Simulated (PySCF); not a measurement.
Gas-phase reaction: 3 SiH₂Cl ⇌ Si₂H₆ + SiCl₃

Energies from PySCF, thermal terms from the rigid-rotor harmonic-oscillator model, ideal gas at 1 bar. † marks an energy on the PBE0/def2-TZVP geometry and frequencies; other levels use their own. MP2 freezes the core. 6-31G* has spherical d functions here. Open shells (unrestricted): SiH₂Cl (multiplicity 2), SiCl₃ (multiplicity 2); the rest are closed-shell singlets. B3LYP is the form with VWN-RPA correlation. SiH₂Cl: computed as isolated molecules; such fragments, hydroxides, amides, oligomers or adducts are transient or little studied in the gas. MP2 isn't extrapolated to the basis-set limit; its ΔH°(298 K) is -316.5 kJ in def2-SVP and -327.2 kJ in def2-TZVPP. The harmonic model lacks anharmonicity and excited electronic states, which grow with temperature; levels with a mode under 35 cm⁻¹ are left out. Internal rotation in Si₂H₆ is treated as a harmonic vibration of one conformer, which makes the entropy rough.

| level | ΔE electronic, kJ | ΔH°(298 K), kJ | ΔS°(298 K), J/K | ΔG°(800 K), kJ |
|---|---|---|---|---|
| B3LYP/def2-TZVP† | -313 | -304 | -193 | -153 |
| BLYP/def2-TZVP† | -305 | -295 | -193 | -145 |
| HF/6-31G* | -236 | -228 | -197 | -73 |
| MP2/def2-TZVPP† | -337 | -327 | -193 | -176 |
| PBE/def2-SVP | -334 | -324 | -191 | -175 |
| PBE/def2-TZVP† | -325 | -316 | -193 | -165 |
| PBE0/def2-QZVP† | -324 | -314 | -193 | -163 |
| PBE0/def2-SVP† | -332 | -323 | -193 | -172 |
| PBE0/def2-TZVP | -325 | -316 | -193 | -165 |
| ωB97M-V/def2-TZVP† | -347 | -337 | -193 | -187 |
| ωB97X-V/def2-TZVP† | -348 | -339 | -193 | -188 |
ΔH° is lowest at ωB97X-V/def2-TZVP† and highest at HF/6-31G*. No reference value is set beside these.
